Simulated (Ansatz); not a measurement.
Basis-set extrapolation for C₂HF₃O (`OC(F)=C(F)F`) (PBE0-D4/def2-TZVP geometry, frozen core, Ansatz 0.2.0). Multiplicity 1, RHF reference.

```
                      def2-TZVPP   def2-QZVPP
                 HF  -449.634027  -449.653916
    MP2 correlation    -1.280134    -1.392641
CCSD(T) correlation    -1.334282      not run
```

Energies in hartree. Use E(X) = E(∞) + A·exp(−7.88·√X) for Hartree–Fock and E(X) = E(∞) + B·X^(−2.97) for correlation, with X = 3 and 4, and add CCSD(T) minus MP2 of the smaller set to the MP2 limit.

Q: What is the CCSD(T) energy at the basis-set limit?

A: HF limit: -449.653916 + (-0.019889) × 0.13774 = -449.65666. MP2 limit: -1.392641 + (-0.112507) × 0.74074 = -1.47598. Higher-order term: -1.334282 − (-1.280134) = -0.05415. Total: -451.18679 hartree, 137.1 kcal/mol below CCSD(T)/def2-TZVPP.
